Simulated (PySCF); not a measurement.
Species: sulfuryl chloride, Cl2O2S.
Bonds: O1–S2 (double), S2–O3 (double), S2–Cl4, S2–Cl5.

Computed by this run: PySCF, PBE0-D3(BJ)/def2-SVP geometry optimisation, gas phase; density fitting, grid level 1; the optimiser is geomeTRIC in internal coordinates, started from a GFN2-xTB structure with every atom displaced at random (about 0.01 Å).

Step 0: E = -39941.7541 eV
```
atom  x, y, z in Å  |  force x, y, z in eV/Å
O1      1.1645   -0.1173   -1.0861    0.277   0.106  -1.123
S2      0.2585   -0.0827    0.0118   -0.150   0.692  -0.752
O3      0.6792   -0.5254    1.2845    0.152  -0.505   1.996
Cl4    -0.4454    1.8606    0.1853   -0.066  -0.369  -0.041
Cl5    -1.4387   -1.0924   -0.4799   -0.213   0.076  -0.080
```

Step 1: E = -39941.6965 eV
```
atom  x, y, z in Å  |  force x, y, z in eV/Å
O1      1.1951   -0.1768   -1.1466   -0.574   0.556   1.148
S2      0.3324   -0.0623    0.0198   -0.174  -0.814  -1.055
O3      0.6866   -0.5277    1.3309    0.345   0.264   0.026
Cl4    -0.5553    1.7725    0.1873    0.563   0.588   0.029
Cl5    -1.4405   -0.9628   -0.4758   -0.161  -0.594  -0.148
```

Step 2: E = -39941.8056 eV
```
atom  x, y, z in Å  |  force x, y, z in eV/Å
O1      1.1813   -0.1458   -1.1281   -0.431   0.230   0.485
S2      0.2977   -0.0766    0.0139    0.188  -0.253  -0.437
O3      0.6876   -0.5101    1.3259    0.005   0.021   0.016
Cl4    -0.4951    1.8055    0.1941    0.189   0.158  -0.072
Cl5    -1.4534   -1.0302   -0.4904    0.050  -0.156   0.007
```

**Question.** Estimate the geometry and energy of step 3. (The exact step hangs on the optimiser's Hessian estimate; all steps are aligned on step 2, rigid shifts and turns removed.)

**Answer.** E = -39941.8223 eV, largest force 0.104 eV/Å
```
atom  x, y, z in Å  |  force x, y, z in eV/Å
O1      1.1609   -0.1204   -1.1232   -0.035   0.032   0.062
S2      0.2869   -0.0803    0.0169    0.004  -0.057  -0.087
O3      0.6779   -0.5167    1.3278   -0.016   0.017  -0.006
Cl4    -0.4611    1.8230    0.1849    0.020   0.024  -0.012
Cl5    -1.4464   -1.0627   -0.4908    0.027  -0.016   0.043
```

The energy changes by -0.0166 eV. The first-order estimate −F·Δx gives -0.0297 eV and the mean of the old and new forces, exact on a quadratic surface, -0.0167 eV. The step makes an angle of 60° with the force vector and moves no atom by more than 0.039 Å.

What follows is the cost of the whole optimisation. The run took 15 s of wall time on an Arm Neoverse V1 with one thread, no GPU, shared host with 32 logical CPUs at a one-minute load of 22, and the process peaked at 0.36 GiB of memory.
